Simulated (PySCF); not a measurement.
P$_{2}$, charge +1, sextet, at a GFN2-xTB geometry of the parent state (a state made from the parent by changing its charge; the spin is typed, not shown lowest); HF/6-31G* in PySCF.

Input for PySCF:
```python
from pyscf import gto, scf

mol = gto.Mole()
mol.atom = '''
    P    -0.00000000   -0.00000000   -0.98493774
    P     0.00000000    0.00000000    0.98493774
'''
mol.basis = '6-31g*'
mol.charge = 1
mol.spin = 5
mol.verbose = 4
mol.build()

mf = scf.UHF(mol)
mf.kernel()
mf.analyze()
```

Output, abridged:

```
PySCF version 2.14.0

[INPUT] verbose = 4
[INPUT] num. atoms = 2
[INPUT] num. electrons = 29
[INPUT] charge = 1
[INPUT] spin (= nelec alpha-beta = 2S) = 5
[INPUT] symmetry False subgroup None
[INPUT] Mole.unit = angstrom
[INPUT] Symbol           X                Y                Z      unit          X                Y                Z       unit  Magmom
[...]
nuclear repulsion = 60.4428420302993
number of shells = 16
number of NR pGTOs = 102
number of NR cGTOs = 36
basis = 6-31g*
ecp = {}

******** <class 'pyscf.scf.uhf.UHF'> ********
method = UHF
initial guess = minao
damping factor = 0
level_shift factor = 0
DIIS = <class 'pyscf.scf.diis.CDIIS'>
diis_start_cycle = 1
diis_space = 8
diis_damp = 0
SCF conv_tol = 1e-09
SCF conv_tol_grad = None
SCF max_cycles = 50
direct_scf = True
direct_scf_tol = 1e-13
number electrons alpha = 17  beta = 12
Set gradient conv threshold to 3.16228e-05
init E= -681.320340395186

cycle= 1 E= -680.890501004478  delta_E= 0.43  |g|= 0.302  |ddm|= 1.58
cycle= 2 E= -680.983547324471  delta_E= -0.093  |g|= 0.0756  |ddm|= 0.798
cycle= 3 E= -680.98754232398  delta_E= -0.00399  |g|= 0.0191  |ddm|= 0.138
cycle= 4 E= -680.988037028021  delta_E= -0.000495  |g|= 0.0047  |ddm|= 0.0681
cycle= 5 E= -680.988072348722  delta_E= -3.53e-05  |g|= 0.000852  |ddm|= 0.0183
cycle= 6 E= -680.988073729073  delta_E= -1.38e-06  |g|= 0.000212  |ddm|= 0.00258
cycle= 7 E= -680.988073828186  delta_E= -9.91e-08  |g|= 5.98e-05  |ddm|= 0.00059
cycle= 8 E= -680.988073836409  delta_E= -8.22e-09  |g|= 1.54e-05  |ddm|= 0.000186
cycle= 9 E= -680.988073836982  delta_E= -5.73e-10  |g|= 3.64e-06  |ddm|= 7.57e-05
Extra cycle  E= -680.988073837001  delta_E= -1.86e-11  |g|= 1.92e-06  |ddm|= 8.7e-06
converged SCF energy = -680.988073837001  <S^2> = 8.7544695  2S+1 = 6.0014896
**** SCF Summaries ****
Total Energy =                        -680.988073837000911
Nuclear Repulsion Energy =              60.442842030299289
One-electron Energy =                -1054.885131304576134
Two-electron Energy =                  313.454215437275877
Two-electron Coulomb Energy =          358.632669524342646
DFT Exchange-Correlation Energy =      -45.178454087066768
**** MO energy ****
                             alpha | beta                alpha | beta
[...]
To work with the spin densities directly, `use mulliken_meta_spin()` only printing them here.

 ** Mulliken spin pop alpha/beta on meta-lowdin orthogonal AOs **
 ** Mulliken Spin Density (per AO)  **
spin_pop of  0 P 1s        0.00003
spin_pop of  0 P 2s        0.00357
spin_pop of  0 P 3s        0.09256
spin_pop of  0 P 4s        0.00141
spin_pop of  0 P 2px       0.00004
spin_pop of  0 P 2py       0.00004
spin_pop of  0 P 2pz       0.00002
spin_pop of  0 P 3px       0.99139
spin_pop of  0 P 3py       0.99139
spin_pop of  0 P 3pz       0.38512
spin_pop of  0 P 4px       0.00506
spin_pop of  0 P 4py       0.00506
spin_pop of  0 P 4pz       0.01065
spin_pop of  0 P 3dxy      0.00000
spin_pop of  0 P 3dyz      0.00350
spin_pop of  0 P 3dz^2     0.00663
spin_pop of  0 P 3dxz      0.00350
spin_pop of  0 P 3dx2-y2    0.00000
spin_pop of  1 P 1s        0.00003
spin_pop of  1 P 2s        0.00357
spin_pop of  1 P 3s        0.09256
spin_pop of  1 P 4s        0.00141
spin_pop of  1 P 2px       0.00004
spin_pop of  1 P 2py       0.00004
spin_pop of  1 P 2pz       0.00002
spin_pop of  1 P 3px       0.99139
spin_pop of  1 P 3py       0.99139
spin_pop of  1 P 3pz       0.38512
spin_pop of  1 P 4px       0.00506
spin_pop of  1 P 4py       0.00506
spin_pop of  1 P 4pz       0.01065
spin_pop of  1 P 3dxy      0.00000
spin_pop of  1 P 3dyz      0.00350
spin_pop of  1 P 3dz^2     0.00663
spin_pop of  1 P 3dxz      0.00350
spin_pop of  1 P 3dx2-y2    0.00000
 ** Mulliken Spin Density (per atom)  **
spin density of  0 P =      2.50000
spin density of  1 P =      2.50000
 ** Mulliken pop alpha/beta on meta-lowdin orthogonal AOs **
 ** Mulliken pop       alpha | beta **
[...]
In total            17.00000 | 12.00000
 ** Mulliken atomic charges   ( Nelec_alpha | Nelec_beta ) **
charge of  0P =      0.50000  (     8.50000      6.00000 )
charge of  1P =      0.50000  (     8.50000      6.00000 )

WARN: System has nonzero charge 1; the dipole moment is origin-dependent.
Location of origin: [0. 0. 0.]

Dipole moment(X, Y, Z, Debye): -0.00000,  0.00000,  0.00000
```
